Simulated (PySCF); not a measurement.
Here is a computed PBE0-D3(BJ)/def2-SVP geometry (Å):
```
atom  x, y, z in Å
C1    -2.835    0.610   -0.162
C2    -1.981   -0.624    0.115
C3    -0.601   -0.283    0.582
C4     0.533   -0.599   -0.051
C5     1.911   -0.229    0.399
C6     2.647    0.654   -0.603
H7    -2.924    1.244    0.734
H8    -3.853    0.332   -0.476
H9    -2.390    1.226   -0.959
H10   -1.917   -1.251   -0.790
H11   -2.482   -1.241    0.883
H12   -0.535    0.291    1.518
H13    0.466   -1.164   -0.992
H14    1.854    0.276    1.378
H15    2.499   -1.151    0.562
H16    2.115    1.607   -0.753
H17    3.668    0.885   -0.263
H18    2.727    0.163   -1.586
```

Neutral, closed shell.

Question: Read off the bonds between heavy atoms and their formal orders.

Answer: C1–C2 1.53 Å (single); C2–C3 1.50 Å (single); C3–C4 1.34 Å (double); C4–C5 1.50 Å (single); C5–C6 1.53 Å (single). Bonds to hydrogen (Å): C1–H7 1.10; C1–H8 1.10; C1–H9 1.10; C2–H10 1.10; C2–H11 1.11; C3–H12 1.10; C4–H13 1.10; C5–H14 1.10; C5–H15 1.11; C6–H16 1.10; C6–H17 1.10; C6–H18 1.10.

Question: Give the structure as a SMILES string.

Answer: `CC/C=C/CC`, C6H12.

Question: Name the point group.

Answer: C2 (every atom within 0.08 Å of its image).

Question: Classify the heavy atoms.

Answer: C1/C6: methyl carbon; C2/C5: allylic carbon; C3/C4: alkene CH carbon.

Question: What is the arrangement about C3?

Answer: It has 3 neighbours (C2, C4, H12) and is planar (angles 125.5°, 118.4° and 116.1°, sum 360.0°, 0.01 Å off the plane of its three neighbours).

Question: What is the arrangement about C1?

Answer: It has 4 neighbours (C2, H7, H8, H9) and is tetrahedral (angles from 107.4° to 111.4°).
